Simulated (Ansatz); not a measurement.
# CH5Si: the cost of one run

All numbers below are computed with Ansatz 0.2.0 (UKS r2SCAN-D4/def2-SVP).

### Step 1. The structure to begin with

Bond lengths: C1–Si2 1.839 Å, C1–H3 1.134 Å, C1–H4 1.069 Å, Si2–H5 1.495 Å, Si2–H6 1.489 Å, Si2–H7 1.514 Å. Angles: C1–Si2–H5 110.4°, C1–Si2–H6 111.4°, C1–Si2–H7 107.9°, H5–Si2–H6 109.3°, H5–Si2–H7 108.9°, H6–Si2–H7 109.0°, Si2–C1–H3 114.4°, Si2–C1–H4 117.8°, H3–C1–H4 127.6°.

As a file:

```xyz
7

C    -0.1500   -1.1281    0.0460
Si    0.1125    0.6903   -0.0291
H    -1.2065   -1.4388    0.3185
H     0.6662   -1.7620   -0.2283
H    -0.2104    1.2077   -1.3936
H    -0.7230    1.4019    0.9770
H     1.5725    0.9611    0.2638
```

### Step 2. Relaxing end A

Input file input.yaml:

```yaml
crystal:
  periodic: [false, false, false]
  atoms:
    - { symbol: C, position_ang: [-0.15, -1.1281, 0.046] }
    - { symbol: Si, position_ang: [0.1125, 0.6903, -0.0291] }
    - { symbol: H, position_ang: [-1.2065, -1.4388, 0.3185] }
    - { symbol: H, position_ang: [0.6662, -1.762, -0.2283] }
    - { symbol: H, position_ang: [-0.2104, 1.2077, -1.3936] }
    - { symbol: H, position_ang: [-0.723, 1.4019, 0.977] }
    - { symbol: H, position_ang: [1.5725, 0.9611, 0.2638] }
magnetization:
  spin_polarized: true
  initial_magnetization: 1
basis:
  gaussian: { orbitals: def2-SVP }
hamiltonian:
  xc: r2scan
  dispersion: d4
relax:
  f_tol: 0.015
  max_steps: 40
```

Launch:

```
$ ansatz run input.yaml --threads 1 --pin off --max-ram 2048MiB --backend cpu --events-out ev --progress --plain --runs-dir out
```

**Question.** How long does this run take on 1 thread of an Arm CPU, shared host, and how much memory does it need?

About 19 s, with a peak of 0.14 GiB.
